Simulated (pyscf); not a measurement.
HO–Si(OH)(F)–F (SMILES O[Si](O)(F)F) + NH₃ (SMILES N) -> H₂O (SMILES O) + H₂N–Si(OH)(F)–F (SMILES N[Si](O)(F)F), a four-centre exchange (singlet surface; O–Si, H–N broken, H–O, N–Si formed). PySCF, gas phase, ωB97X-D3(BJ)/def2-SVP geometries. Energies in kJ/mol from the separated reactants.

Small-basis levels: PySCF, no dispersion term, spherical d functions. 

Task: Quick BP86/6-31G* single points give ΔE‡ = 64.3 kJ/mol and ΔE = +50.1 kJ/mol. What does ωB97M-D3(BJ)/def2-TZVP give, and how far is the quick result from it?

Result: ωB97M-D3(BJ)/def2-TZVP gives ΔE‡ = 98.8 kJ/mol and ΔE = +41.6 kJ/mol. BP86/6-31G* lies 34.5 kJ/mol under it in the barrier and 8.5 kJ/mol over it in the reaction energy, so on this step it does not hold to within 12.6 kJ/mol. ωB97M-D3(BJ)/def2-TZVP has limits of its own. On the reactant side the descent ends in an adduct with a N–Si contact, 54.6 kJ/mol under the separated species and 150.6 kJ/mol under the saddle at ωB97X-D3(BJ)/def2-TZVP. On the product side the descent ends in a complex, 22.1 kJ/mol under the separated species and 78.4 kJ/mol under the saddle at ωB97X-D3(BJ)/def2-TZVP. What is counted as formed (N–Si) is already present as a longer contact in the reactant adduct; forming that adduct is a step of its own. One saddle was located; it need not be the lowest between these sides.
